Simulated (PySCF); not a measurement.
Compound: formaldoxime, CH₃NO.
Atom-mapped SMILES: `[CH2:1]=[N:2][OH:3]` (hydrogens: H4, H5 on C1; H6 on O3)

Cartesian coordinates in Å at the PBE0-D3(BJ)/def2-SVP level; atoms count from 1:
```xyz
6
CH3NO angstrom
C      0.7262    0.2889   -0.2683
N     -0.5203    0.0614   -0.1972
O     -0.8838   -0.5140    0.9839
H      1.0937    0.7503   -1.1880
H      1.4205    0.0403    0.5471
H     -1.8363   -0.6270    0.8955
```

Theory: core-valence-separated Tamm–Dancoff BHandHLYP/aug-pcX-1 (pcseg-1 on H) in PySCF, non-relativistic, gas phase, PBE0-D3(BJ)/def2-SVP geometry. No empirical shift is added; at this level the pattern usually sits a few eV under experiment.

(1) List the oxygen K-edge absorption lines.

(2) What does the C 1s absorption edge look like?

(3) Give energies, oscillator strengths and core holes at the N K edge.

## Answers

(1) 
```csv
E (eV),f,core hole on,main final orbital,polarisation
533.29,0.0202,O3,LUMO+1 (67 %),in plane
533.42,0.0098,O3,LUMO (88 %),out of plane
534.02,0.0610,O3,spread,in plane
535.89,0.0079,O3,spread,in plane
536.43,0.0011,O3,LUMO+3 (42 %),in plane
536.56,0.0091,O3,LUMO+5 (55 %),out of plane
536.81,0.0067,O3,LUMO+2 (31 %),in plane
```

The first line with a tenth or more of the strongest one's intensity is at 533.29 eV (f = 0.020), with the hole on O3 (hydroxyl oxygen), polarised in plane. The strongest listed is at 534.02 eV (f = 0.061; O3).

(2) 
```tsv
E (eV)	f	core hole on	main final orbital	polarisation
282.84	0.0609	C1	LUMO (74 %)	out of plane
286.79	0.0118	C1	LUMO+2 (51 %)	in plane
287.19	0.0304	C1	LUMO+3 (44 %)	in plane
287.94	0.0044	C1	LUMO+1 (48 %)	in plane
288.29	0.0126	C1	LUMO+5 (74 %)	out of plane
288.48	0.0033	C1	LUMO+4 (51 %)	in plane
289.50	0.0031	C1	LUMO+8 (55 %)	in plane
```

The first line with a tenth or more of the strongest one's intensity is at 282.84 eV (f = 0.061), with the hole on C1 (C=N carbon), polarised out of plane: a 1s→π* resonance. It is also the strongest listed.

(3) 
```
E (eV)       f  core hole on  main final orbital  polarisation
397.48  0.0675            N2         LUMO (81 %)  out of plane
401.24  0.0544            N2       LUMO+1 (35 %)      in plane
402.81  0.0086            N2       LUMO+1 (55 %)      in plane
403.54  0.0018            N2       LUMO+2 (93 %)      in plane
403.85  0.0008            N2       LUMO+3 (93 %)             –
404.29  0.0002            N2       LUMO+5 (87 %)             –
404.74  0.0068            N2       LUMO+6 (45 %)      in plane
```

The first line with a tenth or more of the strongest one's intensity is at 397.48 eV (f = 0.068), with the hole on N2 (oxime nitrogen), polarised out of plane: a 1s→π* resonance. It is also the strongest listed.

Roots within 0.03 eV whose holes lie on the same, on equivalent or on shared atoms are summed into one line, and the highest roots are left out, as the search may have cut off their partners. Final orbitals are the ground state's empty Kohn–Sham orbitals. A dash: too weak, shared between unlike atoms, or no plane or axis to refer to.

Task: What is the summed oscillator strength of the listed O K lines, and their intensity-weighted mean energy?

Result: Σf = 0.116 over 7 lines from 533.29 to 536.81 eV; the weighted mean is 534.36 eV. The strongest line holds 53 % of the sum.

Only the lowest roots of each edge were sought.

One conformer stands for the species.
